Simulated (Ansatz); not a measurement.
Isolated molecules relaxed with PBE0-D4/def2-TZVP in Ansatz; ΔE leaves out vibrations. CCSD(T)/CBS adds triple-zeta CCSD(T) − MP2 to the extrapolated MP2 energy (def2 sets, frozen cores). This one scheme is used for every species, atoms too. DFT in def2-TZVPP. HSE06 is defined as in plane-wave codes. Open shells (•) are unrestricted, without spin–orbit coupling. Spin–orbit coupling would lower the free atoms: a little for C, F. Each species was taken in one conformer, which may not be the lowest.

Reaction (atomization): `N=C(N)F` → C• + F• + 3 H• + 2 N•

`N=C(N)F`:

```xyz
7

N     0.856   -1.097   -0.019
C    -0.079   -0.275    0.117
N    -0.168    0.940   -0.477
F    -1.182   -0.502    0.861
H     0.667   -1.963    0.471
H     0.678    1.277   -0.901
H    -0.771    1.621   -0.051
```

```
     level  ΔE (kJ/mol)
   PBE0-D4       2713.5
r2SCAN0-D4       2609.2
   r2SCANh       2655.9
     HSE06       2710.4
```

Question: What does CCSD(T)/CBS give? (Best estimate.)

Answer: The calculation gave: +2679.8 kJ/mol. The listed levels differ from it by 33.7, -70.6, -23.9, 30.6 kJ/mol.

Largest T1 diagnostic among the species: 0.013.

From PBE to PBE0 (25 % exact exchange), in def2-TZVPP and without D4, ΔE moves by −110.7 kJ/mol: exact exchange takes away binding that semilocal exchange gives to molecules. In def2-TZVPP, CCSD(T) changes the Hartree–Fock value by +873.6 kJ/mol (the triples alone add +59.8 kJ/mol) and MP2 by +950.9 kJ/mol; breaking electron pairs costs correlation energy, which Hartree–Fock lacks. The D4 term adds +13.9 kJ/mol with B3LYP and +7.1 kJ/mol with PBE0; it sums over pairs of atoms, weighted by their polarisabilities, and B3LYP, whose exchange is more repulsive, gets the larger term.

B3LYP here is the variant with VWN-RPA as its local correlation; programs differ in this.

For atomizations the MP2-based limit and the directly extrapolated one differ by several kJ/mol either way, and by 10 to 25 for some Ge, Se and Sn compounds, so smaller differences from it don't rank the levels.
